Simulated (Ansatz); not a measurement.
hcp Tc, treated with PBEsol in Ansatz (PAW).

Run with plane-wave cutoff 520 eV, 16×16×10 k mesh (along the axes of the cell as run), Fermi–Dirac smearing 0.1 eV, perturbation theory, force constants from a 4×4×2 q mesh, no spin polarisation, scalar-relativistic PAW data made under PBE.

Computed at the level's own relaxed cell. Harmonic vibrational thermodynamics at fixed volume:

| T (K) | S_vib (J/K per mol of atoms) | C_V (J/K per mol of atoms) | F_vib (eV/atom) |
|---|---|---|---|
| 0 | 0.00 | 0.00 | 0.0308 |
| 100 | ___ | ___ | ___ |
| 200 | ___ | ___ | ___ |
| 300 | ___ | ___ | ___ |
| 600 | ___ | ___ | ___ |
| 900 | ___ | ___ | ___ |
| 1000 | ___ | ___ | ___ |

Problem. Some entries are withheld; supply them.

Solution. 
- 100, S_vib (J/K per mol of atoms): 9.45
- 100, C_V (J/K per mol of atoms): 15.86
- 100, F_vib (eV/atom): 0.0277
- 200, S_vib (J/K per mol of atoms): 22.92
- 200, C_V (J/K per mol of atoms): 22.07
- 200, F_vib (eV/atom): 0.0105
- 300, S_vib (J/K per mol of atoms): 32.22
- 300, C_V (J/K per mol of atoms): 23.60
- 300, F_vib (eV/atom): -0.0183
- 600, S_vib (J/K per mol of atoms): 49.00
- 600, C_V (J/K per mol of atoms): 24.60
- 600, F_vib (eV/atom): -0.1474
- 900, S_vib (J/K per mol of atoms): 59.01
- 900, C_V (J/K per mol of atoms): 24.79
- 900, F_vib (eV/atom): -0.3164
- 1000, S_vib (J/K per mol of atoms): 61.63
- 1000, C_V (J/K per mol of atoms): 24.82
- 1000, F_vib (eV/atom): -0.3789

The crystal is taken as a harmonic solid at every temperature: melting, phase changes and thermal expansion are not seen, nor the electrons' share in a metal.

Ansatz is a quantum-chemistry and plane-wave program.
